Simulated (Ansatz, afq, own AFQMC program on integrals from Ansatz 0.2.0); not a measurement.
## The Ge3–Cl4 bond of SiGeH5ClO, singlet, worked out

```xyz
9

Si    0.0367    1.5587    0.2214
O    -0.6747    0.1330   -0.2693
Ge   -0.2488   -1.5721   -0.3462
Cl    1.6166   -1.8311    0.7190
H     0.2345    1.5759    1.7017
H     1.3572    1.7583   -0.4495
H    -0.8876    2.6615   -0.1667
H    -1.3333   -2.3706    0.3823
H    -0.0122   -1.9599   -1.8097
```

The molecule and both fragments are relaxed with PBE0/def2-SVP; the fragments keep their bonds.

Basis def2-TZVP. Noble-gas cores (and the filled d shells of Ga–Kr and In–Xe) are frozen. Ansatz 0.2.0 and our own AFQMC program on the same integrals; the CISD trial comes from CCSD amplitudes, and released means the phaseless constraint is let go. Error bars are statistical, one sigma. No spin–orbit coupling.

Total energies in eV. CBS is CCSD(T) at the limit of def2-TZVPP/QZVPP (extrapolated itself); the highest rung of each member is named.

Cautions: inner d shell frozen; no relativity below Rb; no spin-orbit coupling; SiGeH₅ClO (singlet): the released value is read at 0.90 1/Eh with a noise of 19 meV, more than in the cases checked (meV from the phaseless value at times in 1/Eh: -6 ± 16 at 0.21, -16 ± 12 at 0.42, -1 ± 27 at 0.63, 8 ± 19 at 0.90); SiGeH₅O (doublet): the released value is read at 1.50 1/Eh with a noise of 17 meV, more than in the cases checked (meV from the phaseless value at times in 1/Eh: -12 ± 5 at 0.24, -17 ± 12 at 0.51, 7 ± 16 at 0.99, -1 ± 17 at 1.50).

| member | count | CCSD(T)/def2-TZVP | highest rung in def2-TZVP | which | CCSD(T)/CBS |
| --- | --- | --- | --- | --- | --- |
| SiGeH₅O, doublet | +1 | -66467.9863 | -66468.0337 ± 0.0174 | released AFQMC | -66471.6666 |
| Cl (doublet) | +1 | -12508.0402 | -12508.0635 | CCSDTQ | -12509.3582 |
| SiGeH₅ClO, singlet | -1 | -78980.3710 | -78980.4373 ± 0.0186 | released AFQMC | -78985.5439 |

Q: Work out the best estimate of the bond energy: the CCSD(T)/CBS difference plus the step from CCSD(T) to the highest rung.

A: Sums with the counts: CCSD(T)/CBS 4.5191 eV, highest rung 4.3401 eV, CCSD(T)/def2-TZVP 4.3445 eV. The step is 4.3401 − 4.3445 = -0.0044 eV, so the best estimate is 4.5191 + (-0.0044) = 4.5147 eV, with sampling noise 0.025 eV. The step is under twice that noise, so its sign is open. The basis set is worth 0.175 eV of it. Zero-point, core-correlation and spin–orbit terms aren't in it. Past Ne the Hartree–Fock part of each CBS total tends to overshoot, since the cores don't follow the formula; that largely cancels in the difference.

Best estimates are given only where the step beyond CCSD(T) is under 0.3 eV and no member's determinant is very poor (T1 over 0.05, or 0.07 for open shells, ⟨S²⟩ too high by 0.3, two states mixed), so the hardest cases are missing from such tables.

CCSDT and higher add their correlation energy to the determinant of the CCSD(T) run, since their own runs factorise the integrals more tightly (a shift of under 2 meV). Each member of a difference takes its own highest rung, so a best estimate needn't equal the limit plus the step of one row. Released energies are given only where the last usable release times agree within the noise; a slower fall can still hide under it.
